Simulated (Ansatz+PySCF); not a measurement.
## doublet H₂O₂(+): levels of theory in one basis

```yaml
atoms:
  - { symbol: O, position_ang: [0.0000, 0.4036, 0.4826] }
  - { symbol: O, position_ang: [0.0000, -0.4036, -0.4826] }
  - { symbol: H, position_ang: [0.0000, -0.1762, 1.2954] }
  - { symbol: H, position_ang: [0.0000, 0.1762, -1.2954] }
```

Basis set: cc-pVTZ (spherical functions). Left uncorrelated: 2 orbitals. Correlation on ROHF uses semicanonical orbitals with singles. Charge 1, multiplicity 2.

Computed with Ansatz (development build ahead of 0.2.0) and PySCF 2.14.0; each method stands on the lowest determinant of its kind that the runs found.

```tsv
method	E − E(ROHF) (eV)	<S²> of the determinant
ROHF	0.00	0.75
UHF	-0.29	0.77
ROHF-MP2	-13.06	–
UHF-MP2	-12.86	0.77
```

Task: What does ROHF-CCSD(T) give on the same scale?

Result: -13.56 eV.

Caution for ROHF-MP2, UHF-MP2: MP2 on this radical cation hangs on the determinant chosen.
